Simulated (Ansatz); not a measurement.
Gas-phase electronic energies from Ansatz, PBE0-D4/def2-TZVP geometries. CBS: MP2 limit from def2 TZ/QZ plus the TZ coupled-cluster correction, frozen cores. This one scheme is used for every species. Functionals use def2-TZVPP. B3LYP here is the variant with VWN-RPA as its local correlation; programs differ in this. Each species was taken in one conformer, which may not be the lowest.

Consider the substitution at a C–C bond: `CCCCC(C)CC` + H₂S → `CCC(C)CS` + `CCC`.

| level | ΔE (kJ/mol) |
| --- | --- |
| B3LYP-D4 | 1.3 |
| r2SCANh-D4 | 2.6 |
| PBE | -5.1 |
| BHLYP | -0.3 |

Question: What does CCSD(T)/CBS give? (An estimate is asked.)

Answer: Computed: +6.3 kJ/mol. The listed levels differ from it by -5.0, -3.7, -11.4, -6.6 kJ/mol.

Largest T1 diagnostic among the species: 0.009.

At CCSD(T), def2-SVP lies +8.1 kJ/mol from the extrapolated value and def2-TZVPP +2.2 kJ/mol. In def2-TZVPP, CCSD(T) changes the Hartree–Fock value by +9.2 kJ/mol (the triples alone add −0.3 kJ/mol) and MP2 by +6.8 kJ/mol. Leaving LDA and LC-ωPBE aside and taking each functional with its dispersion term where it has one, the values, not all of them listed here, spread over 6.4 kJ/mol, from BLYP-D4 to ωB97M-V. LDA lies +11.7 kJ/mol from PBE without D4.
